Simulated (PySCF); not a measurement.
The first ionisation energy along the third row

Calculated with PySCF 2.14 from differences of total energies of unrestricted determinants, without spin-orbit coupling. Values in eV. The last column holds reference values (NIST; (s) semi-empirical, (t) theoretical, else measured). Unmarked ones compare directly (S terms, centres of terms, or small fine structure); those marked * lie between the lowest fine-structure levels and include a spin-orbit shift.

```tsv
element	configurations	UHF	MP2 (valence)	SCS-MP2 (valence)	CCSD (valence)	CCSD(T) (valence)	reference
Mg (Sapporo-DZP-2012, spin-free X2C)	[Ne] 3s2 → [Ne] 3s1	6.618	7.099	7.195	7.472	7.472	7.646
Al (Sapporo-DZP-2012, spin-free X2C)	[Ne] 3s2 3p1 → [Ne] 3s2	5.600	5.780	5.765	5.907	5.926	5.977
Si (Sapporo-DZP-2012, spin-free X2C)	[Ne] 3s2 3p2 → [Ne] 3s2 3p1	7.637	7.960	7.886	8.003	8.015	8.157
P (Sapporo-DZP-2012, spin-free X2C)	[Ne] 3s2 3p3 → [Ne] 3s2 3p2	9.908	10.366	10.213	10.294	10.300	10.526
Cl (Sapporo-DZP-2012, spin-free X2C)	[Ne] 3s2 3p5 → [Ne] 3s2 3p4	11.762	12.485	12.451	12.404	12.414	12.974
Ar (Sapporo-DZP-2012, spin-free X2C)	[Ar] → [Ne] 3s2 3p5	14.615	15.533	15.424	15.343	15.352	15.819
```

Question: Fill in the row of S (Sapporo-DZP-2012, spin-free X2C) ([Ne] 3s2 3p4 → [Ne] 3s2 3p3).

Answer: UHF 9.159; MP2 (valence) 9.648; SCS-MP2 (valence) 9.667; CCSD (valence) 9.668; CCSD(T) (valence) 9.682; reference 10.336 (eV).

"Valence" correlates the outer s and p shells and, in groups 3 to 12 and the f block, the outer d or f shell, open or full, or the next shell where the ion has no valence electron left; the wider scheme adds the next inner shell.
